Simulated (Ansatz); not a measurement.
Relaxation of CH5BF (8 atoms, charge 0, multiplicity 2), to a largest force component of 0.03 eV/Å in at most 50 steps.

Computed with UKS BHLYP/6-31G* in Ansatz.

```xyz
8
Properties=species:S:1:pos:R:3
B 0.052 0.020 -0.333
H 0.093 -0.129 2.044
H 1.098 0.255 -0.834
C -1.371 -0.035 -0.921
H -2.026 -0.747 -0.420
H -1.819 0.950 -0.741
H -1.408 -0.208 -1.998
F -0.092 -0.107 2.952
```

Where does it end, and by what steps?

The run converged. The force dipped under the threshold on the way, but the program's further checks kept it going. After 18 steps the energy has fallen by 0.048 eV; F8 moved furthest, 0.74 Å.

| step | energy less start (eV) | largest force component (eV/Å) | accepted |
| --- | --- | --- | --- |
| 0 | 0.0000 | 0.300 | yes |
| 1 | -0.0276 | 0.350 | yes |
| 2 | -0.0304 | 0.294 | yes |
| 3 | -0.0323 | 0.126 | yes |
| 4 | -0.0248 | 0.362 | no |
| 5 | -0.0333 | 0.021 | yes |
| 6 | -0.0351 | 0.079 | yes |
| 7 | -0.0307 | 0.486 | no |
| 8 | -0.0363 | 0.068 | yes |
| 9 | -0.0378 | 0.170 | yes |
| 10 | -0.0372 | 0.390 | no |
| 11 | -0.0394 | 0.119 | yes |
| 12 | -0.0405 | 0.140 | yes |
| 13 | -0.0412 | 0.378 | yes |
| 14 | -0.0432 | 0.199 | yes |
| 15 | -0.0440 | 0.188 | yes |
| 16 | -0.0466 | 0.200 | yes |
| 17 | -0.0478 | 0.094 | yes |
| 18 | -0.0485 | 0.025 | yes |

```xyz
8
Properties=species:S:1:pos:R:3
B 0.182 0.200 -0.314
H 0.004 -0.133 1.751
H 1.140 0.455 -0.962
C -1.289 -0.013 -0.711
H -1.896 -0.460 0.071
H -1.696 0.986 -0.907
H -1.401 -0.577 -1.637
F -0.520 -0.458 2.457
```

Run time: 38 s on 1 thread of Arm Neoverse V2 (shared host), peak memory 0.14 GiB.
